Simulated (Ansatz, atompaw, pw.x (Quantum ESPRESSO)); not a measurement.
**platinum (bcc): variants of one PAW (atompaw) potential in the solid**

| Quantity | Value |
| --- | --- |
| Element | Pt (Z = 78) |
| Generator | atompaw 4.2.0.5 |
| Type | PAW |
| Functional | LDA (PW92) |
| Relativity | scalar-relativistic |
| Frozen core | [Kr] 4d10 |
| Valence charge | 32 |
| Reference configuration | 4f13 5s2 5p6 5d10 6s1 6p0 |
| Partial waves | 5s (bound); 6s (bound); 5p (bound); 6p (bound, empty); 5d (bound); 5d channel at 0.95 Ry; 4f (bound); 4f channel at -2.3 Ry |
| Local potential | troulliermartins scheme with l = 4 at 0 Ry, radius 1.70 bohr |
| Core correction | smooth core density matched at 2.10 bohr |
| Augmentation charge | besselshape compensation charge, radius 2.15 bohr; PAW radius 2.20 bohr; waves and projectors: bloechl |

Crystal test: bcc Pt in pw.x 7.5, no spin, 15³ k-points, Fermi–Dirac smearing 0.01 Ry, cutoffs set for each file from its atomic test. The reference is all-electron LAPW (Ansatz 0.2.0) with the same functional, mesh and smearing; V0 and B0 come from Birch–Murnaghan fits to the pressures at five volumes. Errors are pseudo minus all-electron; Δ is the rms difference of the E(V) curves that follow from these fits, minima aligned, over ±6 % about the mean V0. Mesh and smearing are coarse, so the numbers serve the comparison and aren't converged zero-temperature values; the lattice is a test structure that the element need not adopt.

All-electron: a0 = 3.102 Å (V0 = 14.93 Å³/atom), B0 = 293.0 GPa.

```tsv
change	cutoffs (Ry)	pw.x	a0 (Å)	a0 error (%)	B0 error (%)	Δ (meV/atom)	mean pressure error (GPa)
base	135/900	converged	3.103	+0.02	+1.3	0.9	+0.22
wave 4f channel at -2.3 Ry becomes 4f channel at -5.79 Ry	135/900	converged	3.109	+0.23	+1.0	6.7	+2.02
wave 4f channel at -2.3 Ry becomes 4f channel at -5.55 Ry	135/900	converged	3.109	+0.21	+1.1	6.2	+1.88
```
